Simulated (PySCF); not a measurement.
C5H6O.
SMILES with atom numbers: `[CH2:1]=[CH:2]/[CH:3]=[CH:4]/[CH:5]=[O:6]` (hydrogens: H7, H8 on C1; H9 on C2; H10 on C3; H11 on C4; H12 on C5)

Computed by this run: B3LYP/cc-pVDZ geometry optimisation, gas phase in PySCF; density fitting, grid level 1; the optimiser is geomeTRIC in internal coordinates, started from a GFN2-xTB structure.

Step 0: E = -7328.9590 eV
```
atom  x, y, z in Å  |  force x, y, z in eV/Å
C1     -1.8106    0.7456    1.4480   -0.209   0.107   0.130
C2     -0.7614   -0.0042    1.1144    0.176  -0.088  -0.117
C3     -0.0589    0.1359   -0.1331    0.022  -0.040   0.034
C4      1.0005   -0.6094   -0.4886    0.119  -0.122   0.025
C5      1.6844   -0.4375   -1.7596   -0.354   0.340  -0.028
O6      2.6385   -1.0784   -2.1275    0.680  -0.502  -0.193
H7     -2.1913    1.5076    0.7876   -0.185   0.417  -0.394
H8     -2.3222    0.6246    2.3869   -0.258  -0.096   0.531
H9     -0.3945   -0.7640    1.7913    0.128  -0.333   0.345
H10    -0.4256    0.8966   -0.8123   -0.129   0.340  -0.354
H11     1.3907   -1.3764    0.1668    0.178  -0.350   0.300
H12     1.2516    0.3588   -2.3998   -0.166   0.326  -0.278
```

**Question.** Estimate the geometry and energy of step 1. (The exact step hangs on the optimiser's Hessian estimate; all steps are aligned on step 0, rigid shifts and turns removed.)

**Answer.** E = -7329.0036 eV, largest force 0.101 eV/Å
```
atom  x, y, z in Å  |  force x, y, z in eV/Å
C1     -1.8287    0.7555    1.4574   -0.063   0.054   0.005
C2     -0.7699   -0.0014    1.1230    0.031  -0.070   0.066
C3     -0.0503    0.1268   -0.1293   -0.028   0.062  -0.059
C4      1.0156   -0.6227   -0.4879    0.005  -0.029   0.040
C5      1.6906   -0.4334   -1.7759    0.067  -0.027  -0.053
O6      2.6517   -1.0800   -2.1475   -0.026   0.021   0.003
H7     -2.2117    1.5284    0.7831    0.008  -0.016   0.014
H8     -2.3439    0.6273    2.4122    0.009   0.004  -0.019
H9     -0.4098   -0.7675    1.8200   -0.014   0.021  -0.014
H10    -0.4110    0.8948   -0.8280    0.016  -0.025   0.017
H11     1.4187   -1.4020    0.1678   -0.002   0.011  -0.015
H12     1.2499    0.3736   -2.4210   -0.004  -0.006   0.015
```

The energy changes by -0.0446 eV. The first-order estimate −F·Δx gives -0.0911 eV and the mean of the old and new forces, exact on a quadratic surface, -0.0455 eV. The step makes an angle of 52° with the force vector and moves no atom by more than 0.038 Å.

What follows is the cost of the whole optimisation. The run took 16 s on an AMD EPYC 9R14 with one thread (shared host), and the process peaked at 0.51 GiB of memory.
